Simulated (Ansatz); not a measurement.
The input, for Ansatz 0.2.0:

```yaml
crystal:
  periodic: [false, false, false]
  atoms:
    - {symbol: Ge, position_ang: [0.000000, -0.053534, 0.833272]}
    - {symbol: N, position_ang: [0.000000, 1.028587, -0.948282]}
    - {symbol: Si, position_ang: [0.000000, -0.447306, -1.644436]}
    - {symbol: H, position_ang: [0.000000, 2.028297, -1.053431]}
basis:
  gaussian: {orbitals: cc-pVDZ}
magnetization: {spin_polarized: false, initial_magnetization: 2}
correlation: {method: mp2, electrons: valence}
scf: {lower_state_search: off}
```

```sh
$ ansatz run in.yaml --threads 1 --pin off --events-out ev --progress --plain --max-ram 2393MiB
```

Log:

```
these checks for a lower state are left out or cut short: stability, starts, cluster_reference, orbital_swaps, neighbouring_geometries, increment
694 factors; integrals over basis functions are off by at most 1.3e-3 eV
mean field evaluation 1: about -65827.4732 eV, gradient 3.4e1 eV
mean field evaluation 2: about -65827.4781 eV, gradient 3.4e1 eV
mean field evaluation 4: about -65830.6713 eV, gradient 3.4e0 eV
mean field evaluation 8: about -65830.8574 eV, gradient 2.0e-1 eV
mean field -65830.85832222 eV, -2419.2394215833 hartree, gradient 7.7e-6 eV, S^2 2.000000; 0 other end points of the search recorded, 0 dependent functions left out
15 core orbitals not correlated: weight in the atoms' cores, before any rotation towards them, 1.000 or more for the frozen orbitals, at most 0.000 for the correlated occupied ones
reference -65830.85832222 eV, -2419.2394215833 hartree; 13, 11 occupied and 36, 38 virtual orbitals, 694 factors
second order -8.90036674 eV of doubles, -0.09116217 eV of singles
Total energy: -65839.84985114 eV, -2419.5698541762 hartree
Checks for a lower state left out: stability, starts, cluster_reference, orbital_swaps, neighbouring_geometries, increment
```

Ran on 1 thread of Arm Neoverse V1, shared host: 1 s wall, 0.12 GiB peak host memory.
